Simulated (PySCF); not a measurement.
Molecule: Cyclobutanone (SMILES C1(=O)CCC1).

Atom-mapped SMILES (the numbers label the heavy atoms): `[O:1]=[C:2]1[CH2:3][CH2:4][CH2:5]1`; H(Xn) means a hydrogen on atom n.

Spin–spin couplings on one PBE0-D3(BJ)/def2-SVP geometry, PySCF 2.14.0 with density-fitted response routines, gas phase, non-relativistic, equivalent pairs averaged (without the spin–dipole term); isotopes 13C; functional B3LYP.

Reference values (Hz): 1J(C2,C3) = 29.7 (measured; liquid or solution; F. J. Weigert, PhD thesis, Caltech 1968 (Carbon-13 magnetic resonance spectroscopy)); 1J(C3,C4) = 28.5 (measured; liquid or solution; F. J. Weigert, PhD thesis, Caltech 1968 (Carbon-13 magnetic resonance spectroscopy)); 2J(C3,C5) = 9.5 (measured; liquid or solution; F. J. Weigert, PhD thesis, Caltech 1968 (Carbon-13 magnetic resonance spectroscopy)).

How do the couplings (Hz) change with the basis set? Times are CPU seconds on shared hosts with different chips, so compare them loosely. Far from the basis limit: 6-31G*, pcJ-0, 6-31G-J, def2-TZVP, cc-pVTZ.

Answers


| basis set | functions | 1J(C2,C3) | 1J(C3,C4) | 2J(C3,C5) | mean abs. error | core-s |
| --- | --- | --- | --- | --- | --- | --- |
| 6-31G* | 82 | 43.3 | 45.0 | 10.4 | 10.3 | 4.9 |
| pcJ-0 | 83 | 20.3 | 23.9 | 8.6 | 5.0 | 4.4 |
| 6-31G-J | 84 | 29.1 | 31.3 | 10.8 | 1.6 | 5.1 |
| def2-TZVP | 191 | 28.2 | 29.2 | 12.1 | 1.6 | 16 |
| pcJ-1 | 195 | 31.1 | 31.2 | 11.2 | 2.0 | 12 |
| cc-pVTZ | 234 | 24.1 | 23.8 | 9.2 | 3.5 | 22 |

Errors compare magnitudes, without vibrational corrections, and the largest couplings weigh most in the mean. Closest: 6-31G-J and def2-TZVP, practically level; furthest: 6-31G*.

The Fermi-contact term samples the wavefunction at the nucleus, which is why sets with added tight s functions (names with J) are made for couplings. Agreement of an ordinary basis with the reference is then largely a cancellation of errors.
